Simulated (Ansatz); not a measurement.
What does this script print? It uses Ansatz's Python interface.

`cas_alh4.py`
```python
# -*- coding: utf-8 -*-
"""Static correlation in AlH4(-): natural occupations of an active space."""

import warnings

import ansatz as az

BASIS = "6-31G*"
NET_CHARGE = -1

warnings.simplefilter("ignore", az.DeckWarning)

geometry_ang = [
    ("Al", (-2e-05, 6e-05, -0.00108)),
    ("H", (1.44351, -0.50427, 0.55641)),
    ("H", (-1.18297, -0.6045, 0.93913)),
    ("H", (-0.20384, -0.51713, -1.53071)),
    ("H", (-0.05667, 1.62585, 0.03625)),
]
molecule = az.Crystal.molecule()
for symbol, xyz in geometry_ang:
    molecule = molecule.atom(symbol, xyz)

calculation = (
    molecule.calculation()
    .basis(gaussian=BASIS)
    .charge(NET_CHARGE)
    .correlation(active_electrons=4, active_orbitals=5)
)
for method in [None, "sc_nevpt2"]:
    summary = (calculation if method is None else calculation.correlation(method)).run(threads=1).report
    space = summary["configurations"]
    state = space["states"][0]
    print(method or "casscf", f"total {summary['free_energy_ev'] / 27.211386246:.6f} Ha, active-space state {state['energy']['hartree']:.6f} Ha, mean field {summary['reference_energy_ev'] / 27.211386246:.6f} Ha")
    print("  determinants", state["n_determinants"], " natural occupations", [round(n, 3) for n in space["natural_occupations"]])
```

```console
$ python cas_alh4.py
casscf total -244.242763 Ha, active-space state -244.242763 Ha, mean field -244.212782 Ha
  determinants 100  natural occupations [1.982, 1.975, 0.021, 0.015, 0.007]
RunWarning: the results are in doubt because another end's mean lies 0.000 eV lower, and its corrected mean 0.000 eV higher
sc_nevpt2 total -244.287246 Ha, active-space state -244.242760 Ha, mean field -244.212782 Ha
  determinants 100  natural occupations [1.982, 1.975, 0.021, 0.015, 0.007]
```
(Warnings from the package without file and line.)

Caveats:
- The settings weren't tested for convergence.
- The geometry is a force-field or estimated start, not a minimum of this method, and the basis set is short of its limit. The active space starts as a window about the frontier orbitals and is then optimised, not chosen by chemistry.
- A lower CASSCF solution was found and passed over, so the printed active-space state isn't the lowest.
- Anions want diffuse functions, which this basis lacks.
- The script silences the warnings on its input, which a real study should read.
- Wall time of the script: 2 s on 1 thread of Arm Neoverse V2 (shared host), peak memory 0.13 GiB.

(Lines on the test bed's own set-up are left out of the output.)
